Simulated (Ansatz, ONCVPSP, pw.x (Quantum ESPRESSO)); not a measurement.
# tungsten (diamond): variants of one ONCV potential in the solid

ONCVPSP 4.0.1.1 (patched build) input, shortened (lines: element, Z, core and valence counts, functional; n l f; lmax; l rc ep ncon nbas qcut; lloc lpopt rc5 dvloc0; l nproj debl; icmod fcfact rcfact), PBEsol, scalar-relativistic:

```
  W 74.00   10    4  -116133      upf
    1    0    2.00
    2    0    2.00
    2    1    6.00
    3    0    2.00
    3    1    6.00
    3    2   10.00
    4    0    2.00
    4    1    6.00
    4    2   10.00
    4    3   14.00
    5    0    2.00
    5    1    6.00
    5    2    4.00
    6    0    2.00
    3
    0    1.70    0.00    4    8    7.30
    1    1.85    0.00    4    7    7.40
    2    2.50    0.00    5   10    6.90
    3    2.25    0.29    3    7    4.20
    4    5    1.55    1.00
    0    3    1.50
    1    1    1.10
    2    2    2.60
    3    1    0.70
    3    5.50    1.30
```

Crystal test: diamond W in pw.x 7.5, no spin, 8³ k-points, Fermi–Dirac smearing 0.01 Ry, cutoffs set for each file from its atomic test. The reference is all-electron LAPW (Ansatz 0.2.0) with the same functional, mesh and smearing; V0 and B0 come from Birch–Murnaghan fits to the pressures at five volumes. Errors are pseudo minus all-electron; Δ is the rms difference of the E(V) curves that follow from these fits, minima aligned, over ±6 % about the mean V0. Mesh and smearing are coarse, so the numbers serve the comparison and aren't converged zero-temperature values; the lattice is a test structure that the element need not adopt.

All-electron: a0 = 5.760 Å (V0 = 23.89 Å³/atom), B0 = 129.0 GPa.

Base: The largest radius (2.50 bohr) exceeds half the bond length (2.36 bohr), so the spheres overlap, which is one possible source of error among others.

2 further variants are left out: they gave no file fit for a test, a broken result, the same result as the base, or pressures whose basis-set error rivals the error shown.

A dash in a converged row means that the minimum lies outside the volumes sampled.

| change | cutoffs (Ry) | pw.x | a0 (Å) | a0 error (%) | B0 error (%) | Δ (meV/atom) | mean pressure error (GPa) |
| --- | --- | --- | --- | --- | --- | --- | --- |
| base | 55/220 | converged | 5.760 | -0.01 | -0.2 | 0.2 | -0.03 |
| d: rc 3.06 | 55/220 | converged | 5.755 | -0.09 | -0.9 | 1.8 | -0.33 |
| core [Kr] 4d10 4f14 5s2, valence charge 12; reference 5p6 5d4 6s2; waves now 6s: rc 2.55 bohr, ncon 4, nbas 7, qcut 2.5 1/bohr, 2 projectors, debl 3.1 Ha; 5p: rc 1.85 bohr, ncon 3, nbas 7, qcut 7.5 1/bohr, 3 projectors, debl 3.4 Ha; 5d: rc 2.15 bohr, ncon 5, nbas 10, qcut 6.1 1/bohr, 2 projectors, debl 2.1 Ha; f scattering state at 0.34 Ha: rc 2.70 bohr, ncon 4, nbas 8, qcut 4.4 1/bohr, 2 projectors, debl 0.4 Ha; local potential polynomial inside 1.55 bohr (lpopt 5, dvloc0 0 Ha) | 50/200 | converged; bound ghost | – | – | – | – | +10.65 |
| core correction Teter function, fcfact 5.5, rcfact 1.2 | 55/220 | converged | 5.760 | -0.00 | -0.3 | 0.1 | -0.01 |
